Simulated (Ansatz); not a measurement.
CH$_{4}$OS$_{2}$ (`OC(S)S`) at its PBE0-D4/def2-TZVP geometry, where that method's forces vanish. Charge 0, multiplicity 1.

```xyz
8

O    -0.3782    1.4519   -0.5929
C     0.2328    0.4754    0.1749
S     1.1302   -0.6543   -0.9517
S    -0.8644   -0.4025    1.3276
H    -1.0618    1.0390   -1.1323
H     0.9469    0.9957    0.8134
H     1.3385   -1.6343   -0.0598
H    -1.3441   -1.2708    0.4208
```

Question: What forces (eV/Å) does B3LYP-D4/def2-TZVPP give on these atoms in the Gaussian-basis code of Ansatz? (Estimate.)

Answer: Computed: 
```
O1  -0.161  0.229 -0.192
C2   0.275  0.089  0.269
S3   0.187 -0.191 -0.176
S4  -0.205 -0.134  0.196
H5  -0.039  0.047 -0.042
H6  -0.059 -0.029 -0.052
H7   0.016 -0.008 -0.031
H8  -0.014 -0.004  0.028
```

B3LYP here is the variant with VWN-RPA as its local correlation; programs differ in this.
